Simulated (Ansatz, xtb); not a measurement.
Redistribution: C2H5N + CH2Cl2 → CH3N + C2H4Cl2

Species: C2H5N `[H]/N=C\C`, singlet; CH2Cl2 (dichloromethane) `ClCCl`, singlet; CH3N `C=N`, singlet; C2H4Cl2 `CC(Cl)Cl`, singlet. The partners trade CH3 for H; both sit on C, so the bond types are kept.

Shapes, held fixed at every level: PBE0-D4/def2-TZVP. Programs: Ansatz 0.2.0, xtb 6.7.1. The zero-point and thermal change to 298 K, harmonic and unscaled (PBE0-D4/def2-TZVP), is -0.9 kJ/mol.

```
               level                    kind  ΔH(298 K) (kJ/mol)  less CCSD(T)/CBS estimate
            GFN1-xTB          semi-empirical               +11.4                       +8.3
       HF/def2-TZVPP            Hartree–Fock               +10.6                       +7.5
    SPW92/def2-TZVPP                     LDA               +10.3                       +7.2
   PBE-D4/def2-TZVPP                     GGA                +9.9                       +6.8
r2SCAN-D4/def2-TZVPP                meta-GGA                +8.5                       +5.4
 B3LYP-D4/def2-TZVPP           global hybrid                +8.1                       +5.0
  wB97X-V/def2-TZVPP  range-separated hybrid                +6.7                       +3.6
CCSD(T)/CBS estimate   coupled cluster or CI                +3.1                        0.0
```

The highest level, CCSD(T)/CBS estimate, gives ΔH(298 K) = +3.1 kJ/mol; the levels span +3.1 to +11.4. That is about zero within the method's error. The column of differences is taken from that level and isn't an error. No measured value is set beside it here. The CBS estimate extrapolates MP2 from def2-TZVPP and def2-QZVPP and adds CCSD(T) − MP2 in the triple-zeta set, cores frozen.
